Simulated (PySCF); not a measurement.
**LiCl (SMILES [Li][Cl]) at wB97X/cc-pVTZ**

What is the energy change on altering one bond length of LiCl at wB97X/cc-pVTZ? 

The results are computed with PySCF 2.14.0.

2 further runs of the same task are left out: 2 set aside as unsound or not needed.

## 1. The molecule

LiCl has 2 atoms, charge 0, and is taken as a singlet. As SMILES, `[Li][Cl]`. Geometry: relaxed at PBE0-D4/def2-TZVP.

Bond lengths: Li1–Cl2 2.014 Å.

## 2. A single-point energy at wB97X/cc-pVTZ

input.py reads:

```python
from pyscf import gto, dft

mol = gto.M(
    atom='''
Li     1.619609    -0.578464     0.814094
Cl    -1.619609     0.578464    -0.814094
''',
    unit='bohr',
    spin=0,
    max_memory=1860,
    charge=0,
    verbose=3,
    basis='cc-pvtz',
)

mf = dft.RKS(mol, xc='wb97x')
mf.grids.level = 5
mf.conv_tol = 1e-10
mf.kernel()
if not mf.converged:
    mf = mf.newton().run(mf.mo_coeff, mf.mo_occ)

energy = mf.e_tot
print('E(%s) = %.9f' % ('WB97X', energy))
```

The run is started by

```bash
OMP_NUM_THREADS=1 python input.py
```

The log of the run:

```text
converged SCF energy = -467.814237916847
E(WB97X) = -467.814237917
```

Run time: 4.8 s. Hardware: 1 thread of Arm Neoverse V2, shared host; peak memory 0.3 GiB.

## 3. The distorted shape, same level

job.py reads:

```python
from pyscf import gto, dft

mol = gto.Mole()
mol.atom = '''
Li     4.210930    -1.503988     2.116618
Cl    -1.619609     0.578464    -0.814094
'''
mol.unit = 'bohr'
mol.max_memory = 1860
mol.spin = 0
mol.verbose = 3
mol.basis = 'cc-pvtz'
mol.build()

mf = dft.RKS(mol, xc='wb97x')
mf.grids.level = 5
mf.conv_tol = 1e-10
mf.kernel()
if not mf.converged:
    mf = mf.newton().run(mf.mo_coeff, mf.mo_occ)

energy = mf.e_tot
print('E = %.10f Eh' % energy)
```

The run is started by

```bash
OMP_NUM_THREADS=1 python job.py
```

The log of the run:

```text
converged SCF energy = -467.727816609997
E = -467.7278166100 Eh
```

Run time: 4.8 s. Hardware: 1 thread of Arm Neoverse V2, shared host; peak memory 0.3 GiB.

## 4. What came out

At wB97X/cc-pVTZ:

```
                                                           quantity          value
                                          first shape: total energy  -467.81424 Eh
                                         first shape: dipole moment         7.03 D
                                           first shape: HOMO energy       -9.56 eV
                                           first shape: LUMO energy        0.04 eV
                                         first shape: HOMO–LUMO gap        9.60 eV
                                      distorted shape: total energy  -467.72782 Eh
                                     distorted shape: dipole moment        14.72 D
                                       distorted shape: HOMO energy       -7.46 eV
                                       distorted shape: LUMO energy       -1.31 eV
                                     distorted shape: HOMO–LUMO gap        6.15 eV
energy change with the Li1–Cl2 bond stretched from 2.014 to 3.625 Å       2.352 eV
```

**Reading.** With the Li1–Cl2 bond stretched from 2.014 to 3.625 Å the energy rises by 2.35 eV (227 kJ/mol). The first shape isn't relaxed at this level, so the change isn't measured from a minimum.
